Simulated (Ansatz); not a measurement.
# H5OSi: the cost of one run

Method: UKS BLYP-D4/6-31G, in Ansatz 0.2.0.

### 1 The system as given

Bond lengths: O2–Si3 1.578 Å, Si3–H5 1.466 Å, Si3–H6 1.481 Å, Si3–H7 1.465 Å. Angles: O2–Si3–H5 115.0°, O2–Si3–H6 96.3°, O2–Si3–H7 114.9°, H5–Si3–H6 110.2°, H5–Si3–H7 109.3°, H6–Si3–H7 110.5°.

Structure file:

```xyz
7

H    -0.7647   -1.2153   -0.9092
O    -0.2563   -0.8164    0.1933
Si    0.3902    0.5942    0.4797
H    -1.1597   -1.5133   -1.7514
H    -0.5250    1.7319    0.3494
H     0.6971    0.3466    1.9077
H     1.6185    0.8723   -0.2694
```

### 2 Run 1

150 steps of 0.5 fs at constant energy, with velocities drawn for 600 K.

input.yaml

```yaml
crystal:
  periodic: [false, false, false]
  atoms:
    - { symbol: H, position_ang: [-0.7647, -1.2153, -0.9092] }
    - { symbol: O, position_ang: [-0.2563, -0.8164, 0.1933] }
    - { symbol: Si, position_ang: [0.3902, 0.5942, 0.4797] }
    - { symbol: H, position_ang: [-1.1597, -1.5133, -1.7514] }
    - { symbol: H, position_ang: [-0.525, 1.7319, 0.3494] }
    - { symbol: H, position_ang: [0.6971, 0.3466, 1.9077] }
    - { symbol: H, position_ang: [1.6185, 0.8723, -0.2694] }
magnetization:
  spin_polarized: true
  initial_magnetization: 1
basis:
  gaussian: { orbitals: "6-31G" }
hamiltonian:
  xc: blyp
  dispersion: d4
md:
  timestep: 0.5
  n_steps: 150
  ensemble: nve
  temperature: 600.0
  initial_velocities: maxwell_boltzmann
  seed: 521071
```

Command:

```bash
$ ansatz run input.yaml --threads 1 --pin off --max-ram 2048MiB --backend cpu --events-out ev --progress --plain --runs-dir out
```

What time and memory should one allow on 1 thread of Intel Xeon Platinum 8259CL at 2.50GHz (Skylake/Cascade Lake), shared host?

About 4.3 min, with a peak of 0.13 GiB.
